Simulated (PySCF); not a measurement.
HN, SMILES [NH], multiplicity 3.

Geometry optimised at PBE0-D3(BJ)/def2-TZVPD.

Two levels are set side by side: PBE/def2-TZVPD (PySCF) and B3LYP/def2-TZVPD (PySCF). Same geometry, gas phase. Differences are taken from unrounded values.

| quantity | PBE |
|---|---|
| α-spin orbital gap (eV) | 7.84 |
| β-spin orbital gap (eV) | 4.36 |
| dipole moment (D) | 1.47 |
| mean polarisability (bohr³) | 10.3 |

### Question
These are the PBE values. What does B3LYP give? (Estimate from the structure and the level; the computed values follow.)

### Answer

| quantity | B3LYP | PBE minus B3LYP |
|---|---|---|
| α-spin orbital gap (eV) | 9.72 | -1.88 |
| β-spin orbital gap (eV) | 6.73 | -2.37 |
| dipole moment (D) | 1.51 | -0.04 |
| mean polarisability (bohr³) | 10.0 | 0.3 |

PBE's more diffuse valence density responds more strongly to a field. Differences between two approximate levels are no errors against the true value.

Rough cost on one machine, each run with all the roots and properties that it gave: B3LYP against PBE within a factor of 2.
